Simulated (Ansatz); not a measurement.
Relaxation of C2H3F2N (8 atoms, charge 0, multiplicity 1), to a largest force component of 0.015 eV/Å in at most 40 steps.

The calculation used RKS r2SCAN-D4/def2-SVPD in Ansatz 0.2.0.

```xyz
8
Properties=species:S:1:pos:R:3
C -0.792 -0.252 0.578
N 0.215 0.755 0.298
C 0.073 1.771 1.058
F -0.880 1.935 1.952
F 0.882 2.848 0.887
H -1.487 0.198 1.358
H -0.407 -1.161 0.916
H -1.427 -0.354 -0.325
```

Question: Where does it end, and by what steps?

Answer: It converged. After 8 steps the energy has fallen by 0.501 eV; F4 moved furthest, 0.28 Å.

```json
{"step": "0", "energy less start (eV)": "0.0000", "largest force component (eV/Å)": "2.735", "accepted": "yes"}
{"step": "1", "energy less start (eV)": "-0.3773", "largest force component (eV/Å)": "1.641", "accepted": "yes"}
{"step": "2", "energy less start (eV)": "-0.3980", "largest force component (eV/Å)": "1.525", "accepted": "yes"}
{"step": "3", "energy less start (eV)": "-0.4894", "largest force component (eV/Å)": "0.328", "accepted": "yes"}
{"step": "4", "energy less start (eV)": "-0.4928", "largest force component (eV/Å)": "0.308", "accepted": "yes"}
{"step": "5", "energy less start (eV)": "-0.5005", "largest force component (eV/Å)": "0.135", "accepted": "yes"}
{"step": "6", "energy less start (eV)": "-0.5010", "largest force component (eV/Å)": "0.048", "accepted": "yes"}
{"step": "7", "energy less start (eV)": "-0.5011", "largest force component (eV/Å)": "0.015", "accepted": "yes"}
{"step": "8", "energy less start (eV)": "-0.5011", "largest force component (eV/Å)": "0.002", "accepted": "yes"}
```

```xyz
8
Properties=species:S:1:pos:R:3
C -0.865 -0.252 0.578
N 0.111 0.794 0.377
C 0.086 1.839 1.042
F -0.776 2.184 2.002
F 0.952 2.821 0.897
H -1.614 -0.026 1.354
H -0.338 -1.179 0.847
H -1.380 -0.441 -0.375
```

Whether the end is a true minimum wasn't checked by a vibrational analysis.

The run took 56 s on 2 threads of Arm Neoverse N1 (shared host), peak memory 0.16 GiB.
